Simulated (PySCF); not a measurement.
Gas-phase reaction: 2 SiH3 + F = SiH2F + SiH4

Computed with PySCF and rigid-rotor harmonic-oscillator thermochemistry at 1 bar. † marks an energy on the PBE0/def2-TZVP geometry and frequencies; other levels use their own. CCSD(T) freezes the core. 6-31G* has spherical d functions here. Open shells (unrestricted): SiH3 (multiplicity 2), F (multiplicity 2, electronic degeneracy 6), SiH2F (multiplicity 2); the rest are closed-shell singlets. Spin-orbit splitting is ignored; it lowers the true energy and changes the entropy of F. B3LYP is the form with VWN-RPA correlation. SiH2F: computed as isolated molecules; such fragments, hydroxides, amides, oligomers or adducts are transient or little studied in the gas. CCSD(T) isn't extrapolated to the basis-set limit; its ΔH°(298 K) is -556.0 kJ in def2-SVP and -602.4 kJ in def2-TZVPP. The harmonic model lacks anharmonicity and excited electronic states, which grow with temperature; levels with a mode under 35 cm⁻¹ are left out.

```
level              ΔE electronic, kJ  ΔH°(298 K), kJ  ΔS°(298 K), J/K  ΔG°(1000 K), kJ
-----------------  -----------------  --------------  ---------------  ---------------
B3LYP/def2-TZVP†                -616            -605             -140             -461
CCSD(T)/def2-SVP†               -567            -556             -140             -412
HF/6-31G*                       -448            -436             -140             -291
PBE/def2-TZVP†                  -625            -614             -140             -470
PBE0/def2-QZVP†                 -608            -598             -140             -454
PBE0/def2-TZVP                  -605            -594             -140             -450
```
ΔH° is lowest at PBE/def2-TZVP† and highest at HF/6-31G*. No reference value is set beside these.
